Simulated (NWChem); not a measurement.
# CHCl2F (dichlorofluoromethane) at 6 levels

Wanted: a comparison of 6 runs (BLYP/def2-SVPD, PBE/def2-SVPD, SVWN5/def2-SVPD, TPSS/def2-SVPD, revPBE/def2-SVPD, CCSD(T)/def2-SVPD) of CHCl2F (dichlorofluoromethane). 

Program for the calculation: NWChem 7.3.0.

1 further run of the same task is left out (set aside as unsound or not needed).

## 1. The molecule

CHCl2F: 5 atoms, total charge 0, spin state singlet. SMILES: `FC(Cl)Cl`. The coordinates come from a PBE0-D4/def2-TZVP relaxation.

Bond lengths: F1–C2 1.340 Å, C2–Cl3 1.759 Å, C2–Cl4 1.759 Å, C2–H5 1.088 Å. Angles: F1–C2–Cl3 109.4°, F1–C2–Cl4 109.4°, Cl3–C2–Cl4 111.6°, F1–C2–H5 109.7°, Cl3–C2–H5 108.4°, Cl4–C2–H5 108.4°.

## 2. Energy and gradient at BLYP/def2-SVPD (run 1)

sp.nw reads:

```
start sp
memory total 2200 mb
charge 0

geometry units angstrom noautosym nocenter noautoz
  F     -0.590600     0.132500     1.230400
  C      0.006400     0.099400     0.030700
  Cl     1.459900    -0.886800     0.126900
  Cl    -1.120400    -0.525200    -1.167100
  H      0.294600     1.106400    -0.262500
end

basis spherical bse
  * library def2-SVPD
end

dft
  xc becke88 lyp
  mult 1
  grid fine
  convergence energy 1e-08
  maxiter 100
  mulliken
end

task dft gradient
```

Started as:

```console
$ nwchem sp.nw > sp.out
```

What it wrote:

```text
[...]
          Wavefunction type:  closed shell.
          No. of atoms     :     5
          No. of electrons :    50
[...]
          Charge           :     0
          Spin multiplicity:     1
[...]
          AO basis - number of functions:   105
[...]
              XC Information
              --------------
                    Becke 1988 Exchange Functional  1.000
              Lee-Yang-Parr Correlation Functional  1.000
[...]
 d= 0,ls=0.0,diis     1  -1058.3716942769 -1.27D+03  2.47D-02  1.48D+00     2.0
[...]
 d= 0,ls=0.0,diis    11  -1058.5345510850 -1.15D-10  8.53D-08  7.56D-11    17.6
         Total DFT energy =    -1058.534551085026
      One electron energy =    -1882.325966546459
           Coulomb energy =      684.480534060476
    Exchange-Corr. energy =      -72.643394475743
 Nuclear repulsion energy =      211.954275876699
[...]
      Total Density - Mulliken Population Analysis
     ---------------------------------------------
    Atom       Charge   Shell Charges
 -----------   ------   -------------------------------------------------------
    1 F    9     9.30   1.99  1.15  0.76  0.09  3.35  1.80  0.13  0.01  0.02
    2 C    6     5.16   1.98  1.01 -0.29 -0.06  1.97  0.48  0.10 -0.03
    3 Cl  17    17.26   2.00  1.98  1.32  0.61  0.03  5.92  2.19  2.91  0.21  0.03  0.04
    4 Cl  17    17.26   2.00  1.98  1.32  0.61  0.03  5.92  2.19  2.91  0.21  0.03  0.04
    5 H    1     1.03   0.76  0.19  0.02  0.06
[...]
  wavefunction    = closed shell
                         DFT ENERGY GRADIENTS
    atom               coordinates                        gradient
                 x          y          z           x          y          z
   1 F      -1.116072   0.250389   2.325119    0.010074  -0.001850  -0.020604
   2 C       0.012094   0.187839   0.058015   -0.002842  -0.005800   0.004044
   3 Cl      2.758811  -1.675809   0.239806   -0.019441   0.011300  -0.001731
   4 Cl     -2.117249  -0.992484  -2.205499    0.015001   0.006469   0.015541
   5 H       0.556713   2.090793  -0.496053   -0.002793  -0.010119   0.002749
[...]
```

It took 25 s on 1 thread of Intel Xeon Platinum 8488C (Sapphire Rapids), shared host; peak memory 0.12 GiB.

## 3. Energy and gradient at PBE/def2-SVPD (run 2)

work.nw reads:

```
start work
title "CHCl2F gradient"
memory stack 880 mb heap 220 mb global 1100 mb
charge 0

geometry noautosym nocenter noautoz
   F     -0.590600     0.132500     1.230400
   C      0.006400     0.099400     0.030700
   Cl     1.459900    -0.886800     0.126900
   Cl    -1.120400    -0.525200    -1.167100
   H      0.294600     1.106400    -0.262500
end

basis spherical bse
   * library def2-SVPD
end

dft
   xc xpbe96 cpbe96
   mult 1
   grid fine
   convergence energy 1e-08
   iterations 100
   mulliken
   noprint "final vectors analysis"
end

task dft gradient
```

Started as:

```console
$ nwchem work.nw > work.out
```

What it wrote:

```text
[...]
          Wavefunction type:  closed shell.
          No. of atoms     :     5
          No. of electrons :    50
[...]
          Charge           :     0
          Spin multiplicity:     1
[...]
          AO basis - number of functions:   105
[...]
              XC Information
              --------------
          PerdewBurkeErnzerhof Exchange Functional  1.000
            Perdew 1991 LDA Correlation Functional  1.000 local
           PerdewBurkeErnz. Correlation Functional  1.000 non-local
[...]
 d= 0,ls=0.0,diis     1  -1057.8923568681 -1.27D+03  2.47D-02  1.44D+00     2.0
[...]
 d= 0,ls=0.0,diis    10  -1058.0517263284 -8.37D-09  2.96D-07  1.06D-09    16.3
         Total DFT energy =    -1058.051726328409
      One electron energy =    -1882.280998509438
           Coulomb energy =      684.421567664816
    Exchange-Corr. energy =      -72.146571360486
 Nuclear repulsion energy =      211.954275876699
[...]
      Total Density - Mulliken Population Analysis
     ---------------------------------------------
    Atom       Charge   Shell Charges
 -----------   ------   -------------------------------------------------------
    1 F    9     9.30   1.99  1.15  0.77  0.07  3.33  1.82  0.13  0.01  0.02
    2 C    6     5.22   1.98  1.00 -0.21 -0.09  1.95  0.58  0.10 -0.08
    3 Cl  17    17.28   2.00  1.98  1.31  0.64  0.02  5.93  2.17  2.96  0.21  0.03  0.04
    4 Cl  17    17.28   2.00  1.98  1.31  0.64  0.02  5.93  2.17  2.96  0.21  0.03  0.04
    5 H    1     0.91   0.75  0.08  0.02  0.06
[...]
  wavefunction    = closed shell
                         DFT ENERGY GRADIENTS
    atom               coordinates                        gradient
                 x          y          z           x          y          z
   1 F      -1.116072   0.250389   2.325119    0.006507  -0.001017  -0.013258
   2 C       0.012094   0.187839   0.058015   -0.000484   0.001596   0.001408
   3 Cl      2.758811  -1.675809   0.239806   -0.011618   0.006831  -0.000914
   4 Cl     -2.117249  -0.992484  -2.205499    0.008886   0.003953   0.009367
   5 H       0.556713   2.090793  -0.496053   -0.003292  -0.011365   0.003397
[...]
```

It took 23 s on 1 thread of Intel Xeon Platinum 8488C (Sapphire Rapids), shared host; peak memory 0.12 GiB.

Runs 3 to 4 aren't shown in full; the table further down has their settings and results.

## 4. Energy and forces at revPBE/def2-SVPD (run 5)

struct.nw reads:

```
start struct
memory 2200 mb

geometry noautosym nocenter noautoz
 F    -0.590600    0.132500    1.230400
 C     0.006400    0.099400    0.030700
 Cl    1.459900   -0.886800    0.126900
 Cl   -1.120400   -0.525200   -1.167100
 H     0.294600    1.106400   -0.262500
end

basis spherical bse
 * library def2-SVPD
end

dft
 xc revpbe cpbe96
 grid fine
 convergence energy 1e-08
 iterations 100
 mulliken
end

task dft gradient
```

Started as:

```console
$ nwchem struct.nw > struct.out
```

What it wrote:

```text
[...]
          Wavefunction type:  closed shell.
          No. of atoms     :     5
          No. of electrons :    50
[...]
          Charge           :     0
          Spin multiplicity:     1
[...]
          AO basis - number of functions:   105
[...]
              XC Information
              --------------
                        RevPBE Exchange Functional  1.000
            Perdew 1991 LDA Correlation Functional  1.000 local
           PerdewBurkeErnz. Correlation Functional  1.000 non-local
[...]
 d= 0,ls=0.0,diis     1  -1058.1988779555 -1.27D+03  2.50D-02  1.38D+00     2.0
[...]
 d= 0,ls=0.0,diis    10  -1058.3547548769 -6.37D-09  2.84D-07  9.28D-10    16.6
         Total DFT energy =    -1058.354754876883
      One electron energy =    -1882.307732143673
           Coulomb energy =      684.457617532934
    Exchange-Corr. energy =      -72.458916142844
 Nuclear repulsion energy =      211.954275876699
[...]
      Total Density - Mulliken Population Analysis
     ---------------------------------------------
    Atom       Charge   Shell Charges
 -----------   ------   -------------------------------------------------------
    1 F    9     9.32   1.99  1.15  0.78  0.06  3.33  1.84  0.14  0.01  0.02
    2 C    6     5.15   1.98  1.00 -0.21 -0.10  1.94  0.57  0.10 -0.14
    3 Cl  17    17.32   2.00  1.98  1.30  0.66  0.01  5.93  2.16  2.99  0.22  0.03  0.04
    4 Cl  17    17.32   2.00  1.98  1.30  0.66  0.01  5.93  2.16  2.99  0.22  0.03  0.04
    5 H    1     0.90   0.76  0.06  0.02  0.06
[...]
  wavefunction    = closed shell
                         DFT ENERGY GRADIENTS
    atom               coordinates                        gradient
                 x          y          z           x          y          z
   1 F      -1.116072   0.250389   2.325119    0.008611  -0.001608  -0.017619
   2 C       0.012094   0.187839   0.058015   -0.001618  -0.000442   0.003102
   3 Cl      2.758811  -1.675809   0.239806   -0.015033   0.008679  -0.001084
   4 Cl     -2.117249  -0.992484  -2.205499    0.011385   0.004972   0.012164
   5 H       0.556713   2.090793  -0.496053   -0.003346  -0.011602   0.003437
[...]
```

Run time: 24 s. Hardware: 1 thread of Intel Xeon Platinum 8488C (Sapphire Rapids), shared host; peak memory 0.12 GiB.

## 5. A single-point energy at CCSD(T)/def2-SVPD (run 6)

chcl2f.nw reads:

```
start chcl2f
title "CHCl2F ccsd(t)"
memory stack 880 mb heap 220 mb global 1100 mb

geometry units au noautosym nocenter noautoz
   F     -1.11607225     0.25038871     2.32511902
   C      0.01209425     0.18783878     0.05801459
   Cl     2.75881117    -1.67580913     0.23980625
   Cl    -2.11724915    -0.99248416    -2.20549936
   H      0.55671332     2.09079298    -0.49605311
end

basis spherical bse
   F library def2-SVPD
   C library def2-SVPD
   Cl library def2-SVPD
   H library def2-SVPD
end

scf
   thresh 1e-08
   maxiter 80
   noprint "final vectors analysis"
end

ccsd
   freeze core 12
   maxiter 60
end

task ccsd(t) energy
```

Started as:

```console
$ nwchem chcl2f.nw > chcl2f.out
```

What it wrote:

```text
[...]
  functions       =   105
[...]
  wavefunction    = RHF
[...]
         Total SCF energy =  -1056.487446434846
      One-electron energy =  -1882.024682985993
      Two-electron energy =    613.582975936609
 Nuclear repulsion energy =    211.954260614538
        Time for solution =     17.2s
[...]
 Total MP2 energy:          -1057.116748205812200
[...]
             energy      energy      error      ampl     ampl      Block
                                                time     time      time
[...]
 Total CCSD energy:          -1057.147692831636277
[...]
 Total CCSD+T(CCSD) energy:          -1057.168718935872221
[...]
 Total CCSD(T) energy:               -1057.167427799019379
[...]
```

Wall time 3.5 min (1 thread of Intel Xeon Platinum 8488C (Sapphire Rapids), shared host); peak memory 0.37 GiB.

## 6. The series

| run | level | task | integration grid | energy (Eh) | dipole moment (D) | HOMO energy (eV) | LUMO energy (eV) | wall time |
| --- | --- | --- | --- | --- | --- | --- | --- | --- |
| 1 | BLYP/def2-SVPD | gradient | fine | -1058.534551 | 1.21 | -7.68 | -1.48 | 25 s |
| 2 | PBE/def2-SVPD | gradient | fine | -1058.051726 | 1.20 | – | – | 23 s |
| 3 | SVWN5/def2-SVPD | gradient | fine | -1054.625847 | 1.22 | -7.96 | -1.72 | 19 s |
| 4 | TPSS/def2-SVPD | gradient | fine | -1058.620779 | 1.24 | -7.99 | -1.44 | 25 s |
| 5 | revPBE/def2-SVPD | gradient | fine | -1058.354755 | 1.19 | -7.80 | -1.51 | 24 s |
| 6 | CCSD(T)/def2-SVPD | energy | – | -1057.167428 | – | – | – | 3.5 min |

## 7. Outcome

| quantity | value |
| --- | --- |
| run 6: total energy | -1057.16743 Eh |
| run 6: correlation energy (12 core orbitals frozen) | -680.0 mEh |
| run 6: (T) correction | -19.73 mEh |

In words: Over runs 1, 2, 3, 4, 5 the dipole moment (its size) runs from 1.19 D (revPBE/def2-SVPD) to 1.24 D (TPSS/def2-SVPD). Over runs 1, 3, 4, 5 the HOMO–LUMO gap runs from 6.20 eV (BLYP/def2-SVPD) to 6.55 eV (TPSS/def2-SVPD). Totals of different functionals can't be ranked against each other. All runs together took 5.4 min, the longest 3.5 min.
